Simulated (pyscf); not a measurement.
Structures and frequencies: ωB97X-D3(BJ)/def2-SVP in PySCF.

Q: O=Cr(=O)=O + hydrogen (H₂) → O=CrH(=O)–OH
Surface: singlet. Broken: H–H. Formed: Cr–H, H–O. Give ΔE‡ and ΔE from ωB97M-D3(BJ)/def2-TZVP, relative to the separated reactants.

A: ΔE‡ = -7.1 kcal/mol, ΔE = -51.1 kcal/mol. Zero-point energy shifts the barrier by +3.0 kcal/mol. It is an addition across a multiple bond or ene-type step, with an imaginary mode of 1315i cm⁻¹. On the reactant side the descent ends in an adduct with a Cr–H contact, 17.2 kcal/mol under the separated species and 10.5 kcal/mol under the saddle at ωB97X-D3(BJ)/def2-TZVP. At ωB97M-D3(BJ) the saddle lies under the separated reactants, which points to a path from their complex (located at ωB97X-D3(BJ) alone). This is the saddle that the search found; another between the same sides may lie lower.
